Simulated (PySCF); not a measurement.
Z-matrix (Å, degrees):
```
F
```
Charge 0, spin multiplicity 2.

Question: Predict the total energy, highest occupied spin orbital and dipole moment from TPSSh-D3(BJ)/def2-TZVP run with PySCF.

Answer: 
```json
{
  "total_energy": "-99.7660 Ha",
  "highest_occupied_spin_orbital": "-11.25 eV",
  "dipole_moment": "0.00 D"
}
```
